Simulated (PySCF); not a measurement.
## Vertical excitation energies

Species: 3-amino-1-propanol, C₃H₉NO.
InChI=1S/C3H9NO/c4-2-1-3-5/h5H,1-4H2

Computed with TDDFT CAM-B3LYP/aug-cc-pVTZ, vertical, gas phase, core orbitals frozen in the response in PySCF. One conformer (not necessarily the lowest) at the PBE0-D3(BJ)/def2-TZVP geometry, without solvent, vibrations or thermal averaging. Torsions of this conformer, `[NH2:1][CH2:2][CH2:3][CH2:4][OH:5]`: N1–C2–C3–C4 61°, C2–C3–C4–O5 -66°, H–N1–C2–C3 71°, H–N1–C2–C3 -170°, H–O5–C4–C3 44°.

Problem. What does the calculation give for the low-lying excited states?

Solution. 

```csv
state,E (eV),E (hartree),f,|μ| (D),"main configurations (H = HOMO, L = LUMO)"
S1,5.97,0.2193,0.010,0.68,"H→L (58%), H-1→L (23%)"
S2,6.63,0.2437,0.0044,0.42,"H-1→L (41%), H→L (21%), H-1→L+3 (11%)"
S3,6.81,0.2503,0.0067,0.51,"H→L+2 (56%), H→L+1 (14%), H-1→L+2 (10%)"
S4,6.92,0.2543,0.029,1.04,"H→L+1 (48%), H→L+2 (16%)"
S5,7.09,0.2606,0.031,1.07,"H-1→L+1 (43%), H-1→L+2 (13%), H→L+3 (10%)"
S6,7.22,0.2653,0.014,0.70,"H-1→L+2 (53%), H→L+2 (12%)"
S7,7.28,0.2674,0.0076,0.52,"H→L+3 (41%), H-1→L+1 (22%)"
S8,7.39,0.2717,0.021,0.86,"H-1→L+3 (53%), H→L+6 (8%)"
S9,7.74,0.2843,0.0034,0.34,H→L+4 (59%)
S10,7.89,0.2898,0.0048,0.40,H→L+5 (66%)
```

Triplets, Tamm–Dancoff:

| state | E (eV) | λ (nm) | main configurations (H = HOMO, L = LUMO) |
| --- | --- | --- | --- |
| T1 | 5.78 | 214.6 | H→L (52%), H-1→L (22%) |
| T2 | 6.54 | 189.5 | H-1→L (36%), H→L (20%), H-1→L+3 (11%) |
| T3 | 6.74 | 183.8 | H→L+2 (54%), H→L+1 (11%), H-1→L+2 (11%) |
| T4 | 6.82 | 181.7 | H→L+1 (43%), H→L+2 (12%), H→L+3 (9%) |

The lowest singlet lies at 5.97 eV (208 nm, ultraviolet) and is weak; its leading configuration is HOMO→LUMO (58%). The strongest level in the table is S5 at 7.09 eV (175 nm, f = 0.031). Löwdin shares by element: HOMO oxygen 32%, nitrogen 24%, carbon 18% or more (atoms not listed hold the other 27%); LUMO hydrogen 73% or more (atoms not listed hold the other 27%). The oscillator strengths of these states sum to 0.131; summed over the whole spectrum of an exact calculation they would give the number of electrons, 42 (Thomas–Reiche–Kuhn). The listed states span 1.92 eV, and the widest gap between neighbours is 0.66 eV (S1 to S2). Weighted by f, the mean energy of these states is 7.05 eV. No computed singlet lies in the visible range (380 to 750 nm); the lowest, at 208 nm, stands 2.71 eV above its violet end (3.26 eV). Singlets were solved by full linear response, triplets in the Tamm–Dancoff approximation.
